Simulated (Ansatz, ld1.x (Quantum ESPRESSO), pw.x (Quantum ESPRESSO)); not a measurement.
# Fe: does the TM potential hold in the solid?

```json
{
 "Element": "Fe",
 "Generator": "ld1.x (Quantum ESPRESSO) 7.5",
 "Type": "norm-conserving Troullier–Martins (Kleinman–Bylander form)",
 "Functional": "PBEsol",
 "Relativity": "scalar-relativistic",
 "Frozen core": "[Ar]",
 "Valence charge": "8",
 "Reference configuration": "3d7 4s1 4p0",
 "Partial waves": "4p (bound, empty): rc 3.15 bohr; 3d (bound): rc 1.90 bohr; 4s (bound): rc 2.05 bohr",
 "Local potential": "the s channel",
 "Core correction": "Bessel-smoothed model core inside 1.70 bohr"
}
```

Crystal test: bcc Fe in pw.x 7.5, no spin, 17³ k-points, Fermi–Dirac smearing 0.01 Ry, cutoffs 170/680 Ry. The lattice is a test structure that the element need not adopt, and mesh and smearing are coarse. Spin polarisation and strong correlation are left out, which matters for this element.

pw.x input:

```
&control
  calculation='scf', prefix='x', pseudo_dir='./', outdir='./tmp', tstress=.true., disk_io='none'
/
&system
  ibrav=0, nat=1, ntyp=1, ecutwfc=170, ecutrho=680, nbnd=11,
  occupations='smearing', smearing='fd', degauss=0.01
/
&electrons
  conv_thr=1e-09, mixing_beta=0.4, electron_maxstep=70
/
ATOMIC_SPECIES
Fe 1.0 Fe.UPF
CELL_PARAMETERS angstrom
  -1.36364758 1.36364758 1.36364758
  1.36364758 -1.36364758 1.36364758
  1.36364758 1.36364758 -1.36364758
ATOMIC_POSITIONS crystal
Fe 0.0000 0.0000 0.0000
K_POINTS automatic
17 17 17 0 0 0
```

```bash
pw.x < Fe.scf.in > Fe.scf.out
```

Problem. How does the run end?

Solution. It converges; the pressure is 18.75 GPa against 0.26 GPa from all-electron LAPW. The largest radius (3.15 bohr) exceeds half the bond length (2.23 bohr), so the spheres overlap, which is one possible source of error among others. This is a poor potential for the solid. The log shows:

```
     charge density cutoff     =     680.0000  Ry
     scf convergence threshold =      1.0E-09
     Exchange-correlation= PBESOL
     number of k points=   165  Fermi-Dirac smearing, width (Ry)=  0.0100
     iteration #  1     ecut=   170.00 Ry     beta= 0.40
     total energy              =     -46.30839018 Ry
     estimated scf accuracy    <       0.29381366 Ry
     iteration #  2     ecut=   170.00 Ry     beta= 0.40
     total energy              =     -46.36283002 Ry
     estimated scf accuracy    <       0.00056474 Ry
     iteration #  3     ecut=   170.00 Ry     beta= 0.40
     total energy              =     -46.36302747 Ry
     estimated scf accuracy    <       0.00016245 Ry
     iteration #  4     ecut=   170.00 Ry     beta= 0.40
     total energy              =     -46.36302933 Ry
     estimated scf accuracy    <       0.00000420 Ry
     iteration #  5     ecut=   170.00 Ry     beta= 0.40
     total energy              =     -46.36302965 Ry
     estimated scf accuracy    <       0.00000004 Ry
     iteration #  6     ecut=   170.00 Ry     beta= 0.40
     total energy              =     -46.36302965 Ry
     estimated scf accuracy    <       0.00000001 Ry
     iteration #  7     ecut=   170.00 Ry     beta= 0.40
     total energy              =     -46.36302966 Ry
     estimated scf accuracy    <          1.7E-09 Ry
     iteration #  8     ecut=   170.00 Ry     beta= 0.40
     the Fermi energy is    15.9261 ev
!    total energy              =     -46.36302966 Ry
     estimated scf accuracy    <          9.5E-11 Ry
     smearing contrib. (-TS)   =      -0.01261024 Ry
     The total energy is F=E-TS. E is the sum of the following terms:
     one-electron contribution =       9.03701325 Ry
     hartree contribution      =       5.67500523 Ry
     xc contribution           =     -15.87071687 Ry
     ewald contribution        =     -45.19172103 Ry
     convergence has been achieved in   8 iterations
          total   stress  (Ry/bohr**3)                   (kbar)     P=      187.50
     Message from routine punch:
     Nothing written, as per user request (disk_io='none')
```
